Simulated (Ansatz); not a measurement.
# SiC2+ (doublet): the correlation ladder, def2-TZVPP

The task here is to estimate one member of a computed series from the others.

Computed with Ansatz 0.2.0, Gaussian basis. Level: def2-TZVPP, core rule «outside noble gas», up to 7 orbitals frozen.

To be run: UHF; ROHF; CCSD(T) on UHF.

2 further runs of the same task are left out: 2 set aside as unsound or not needed.

**The geometry**

The geometry is a PBE0/def2-TZVP stationary point (not a proven minimum) of the parent state, kept for this charge and spin.

3 atoms, charge 1, spin multiplicity 2.

Atoms are counted from 1 here; the program's logs count them from 0.

Bond lengths: C1–Si2 1.836 Å, C1–C3 1.263 Å, Si2–C3 1.836 Å. Angles: Si2–C1–C3 69.9°, C1–Si2–C3 40.2°, C1–C3–Si2 69.9°.

The first run:

Input file in.yaml:

```yaml
crystal:
  periodic: [false, false, false]
  atoms:
    - {symbol: C, position_ang: [0.000000, 0.631350, 0.929211]}
    - {symbol: Si, position_ang: [0.000000, 0.000000, -0.794750]}
    - {symbol: C, position_ang: [0.000000, -0.631350, 0.929211]}
basis:
  gaussian: {orbitals: def2-TZVPP}
total_charge: 1
magnetization: {spin_polarized: true, initial_magnetization: 1}
hamiltonian: {xc: hf}
output: {orbitals: {seedname: orbitals}}
```

On the command line:

```
ansatz run in.yaml --threads 1 --pin off --events-out ev --progress --plain --max-ram 2816MiB --backend cpu
```

Among the steps run: UHF; ROHF; CCSD(T) on UHF.

One table of the session follows, with a row left open; its other results are not shown here.

```
  method  from UCCSD(T) (kcal/mol)
    ROHF                         ?
     UHF                   +239.40
    UMP2                    +35.81
   UCCSD                    +15.85
UCCSD(T)                         0
```

**Question.** Estimate the row for ROHF.

As computed: from UCCSD(T) (kcal/mol): +252.26. In the column «from UCCSD(T) (kcal/mol)» it is the highest.
